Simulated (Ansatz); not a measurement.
A nudged elastic band was laid between two geometries of H4OSi (6 atoms, charge 0, multiplicity 1).

The calculation used UKS r2SCAN-D4/def2-SVP in Ansatz 0.2.0.

* movable images: 7
* climbing image: from the first iteration
* spring: 5.0 eV/Å²
* optimiser: fire
* start path: through a guess of the saddle point
* force threshold: 0.05 eV/Å
* iteration limit: 60
* end points: relaxed

First end point:

```xyz
6
Properties=species:S:1:pos:R:3
Si -0.351 0.036 0.179
H -0.750 1.059 -0.839
O 1.194 -0.515 -0.124
H 1.645 -0.136 -0.884
H -1.319 -1.097 0.132
H -0.419 0.652 1.536
```

Last end point:

```xyz
6
Properties=species:S:1:pos:R:3
Si -0.085 -0.544 0.732
H -0.098 1.242 -1.485
O 1.280 -1.252 0.739
H 0.577 0.893 -1.482
H -1.297 -1.062 0.032
H -0.378 0.723 1.464
```

Q: Which bonds break or form, and what moves?

A: Bonds broken: Si1–H2, O3–H4. Bonds formed: H2–H4. H4OSi becomes H2 + H2OSi.

Q: What energy profile does the band end with?

A: The run converged. The highest image is number 4 of 0 to 8, 2.89 eV above the first end and 0.73 eV above the last; the last end lies 2.16 eV above the first. Neighbouring images differ by up to 1.3 eV, so the band resolves the path poorly. Another band between the same ends (7 images) ends at a top of the same energy, where a vibrational analysis finds 1 clearly imaginary mode. The orbitals stay closed-shell, which can raise the energy where a bond breaks towards radicals; this wasn't checked here.

| image | path coordinate (Å) | energy (eV) | Si1–H2 (Å) | O3–H4 (Å) | H2–H4 (Å) |
| --- | --- | --- | --- | --- | --- |
| 0 | 0.00 | 0.00 | 1.50 | 0.96 | 2.68 |
| 1 | 0.36 | 0.14 | 1.49 | 0.97 | 2.18 |
| 2 | 0.73 | 0.66 | 1.52 | 0.98 | 1.70 |
| 3 | 1.09 | 1.93 | 1.63 | 1.15 | 1.28 |
| 4 | 1.45 | 2.89 | 1.78 | 1.54 | 0.95 |
| 5 | 1.83 | 2.50 | 2.05 | 1.97 | 0.79 |
| 6 | 2.19 | 2.25 | 2.37 | 2.34 | 0.77 |
| 7 | 2.56 | 2.17 | 2.65 | 2.73 | 0.76 |
| 8 | 2.92 | 2.16 | 2.85 | 3.17 | 0.76 |

Q: What is the geometry of the highest image?

A: 
```xyz
6
Properties=species:S:1:pos:R:3
Si -0.126 -0.243 0.385
H -0.114 0.866 -1.009
O 1.344 -0.691 0.004
H 0.685 0.369 -0.900
H -1.348 -1.033 0.051
H -0.441 0.733 1.469
```

Run time: 6.7 min on 2 threads of Arm Neoverse V1, on a shared host, peak memory 0.14 GiB.
